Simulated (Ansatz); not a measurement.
## Structure relaxation of CsC2

Computed with DFT PBE, scalar-relativistic, plane waves, PAW (Ansatz). Cutoff 420 eV, Γ-centred k mesh, Gaussian smearing, no spin polarisation in the final step.

The start is a random cell of CsC2 with space group Ccce (No. 68), drawn with lower limits on the distances.

```xyz
6
Lattice="3.1525 -4.0145 0.0000 3.1525 4.0145 0.0000 0.0000 0.0000 5.2094" Properties=species:S:1:pos:R:3 pbc="T T T"
Cs    0.0000    0.0000    0.0000
Cs    3.1525    0.0000    2.6047
C     1.5762    2.0072    0.6512
C     1.5762   -2.0072    1.9535
C     1.5762    2.0072    3.2559
C     1.5762   -2.0072    4.5582
```

Cell and atoms relax at zero pressure; the relaxation can't lower the symmetry of the start. After a coarse first stage the cell is made exact in the group found at 0.06 Å.

Energies over the elements count from the elements' standard structures at the same level, with no empirical corrections.

(1) Which crystal results?

(2) What are its volume, energy, density and gap?

Answers

(1) It ends in I4/mmm (No. 139). Conventional cell: a = 6.417 Å, c = 2.811 Å. Around Cs lie 2 Cs at 2.81 Å and 8 C at 3.28 Å; around C lie 2 C at 1.41 Å.

```cif
data_structure
_symmetry_space_group_name_H-M 'I4/mmm'
_symmetry_Int_Tables_number 139
_cell_length_a 6.4171
_cell_length_b 6.4171
_cell_length_c 2.8114
_cell_angle_alpha 90.000
_cell_angle_beta 90.000
_cell_angle_gamma 90.000
_cell_volume 115.77
loop_
_atom_site_label
_atom_site_type_symbol
_atom_site_symmetry_multiplicity
_atom_site_Wyckoff_symbol
_atom_site_fract_x
_atom_site_fract_y
_atom_site_fract_z
_atom_site_occupancy
Cs1 Cs 2 a 0.00000 0.00000 0.00000 1
C1 C 4 d 0.00000 0.50000 0.25000 1
```

(2) The volume per atom is 19.30 Å³. The density is 4.50 g/cm³ and the energy over the elements is 0.94 eV/atom. The gap on the 18×18×18 mesh is 0 eV (a metal).

The final run used a 18×18×18 mesh on its 3-atom cell and 0.10 eV smearing. The k mesh leaves about 4 meV/atom of noise in metals. Symmetry constrained the relaxation, so the result can be a saddle point. The steps took of the order of 4 core-minutes in all.